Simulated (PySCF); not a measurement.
Gas-phase reaction: 2 Al(OH)3 → 2 Al + 3 H2 + 6 O

Energies from PySCF (xtb for GFN2), thermal terms from the rigid-rotor harmonic-oscillator model, ideal gas at 1 bar. † marks an energy on the PBE0/def2-TZVP geometry and frequencies; other levels use their own. CCSD(T) freezes the core. Open shells (unrestricted): Al (multiplicity 2, electronic degeneracy 6), O (multiplicity 3, electronic degeneracy 9); the rest are closed-shell singlets. GFN2 has no spin-polarisation term. Spin-orbit splitting is ignored; it lowers the true energy and changes the entropy of Al, O. Al(OH)3: computed as isolated molecules; such fragments, hydroxides, amides, oligomers or adducts are transient or little studied in the gas. CCSD(T) isn't extrapolated to the basis-set limit; its ΔH°(298 K) is 3729.2 kJ in def2-SVP and 3977.8 kJ in def2-TZVPP. The harmonic model lacks anharmonicity and excited electronic states, which grow with temperature; levels with a mode under 35 cm⁻¹ are left out.

```
level                ΔE electronic, kJ  ΔH°(298 K), kJ  ΔS°(298 K), J/K  ΔG°(1600 K), kJ
-------------------  -----------------  --------------  ---------------  ---------------
CCSD(T)/def2-SVP†                 3829            3729             1083             1964
CCSD(T)/def2-TZVPP†               4077            3978             1083             2213
GFN2-xTB                          6775            6676             1077             4930
HF/def2-TZVP†                     2784            2685             1083              920
LDA/def2-TZVP†                    4951            4852             1083             3087
ωB97X-V/def2-TZVP†                4177            4078             1083             2313
```
ΔH° is lowest at HF/def2-TZVP† and highest at GFN2-xTB. No reference value is set beside these.
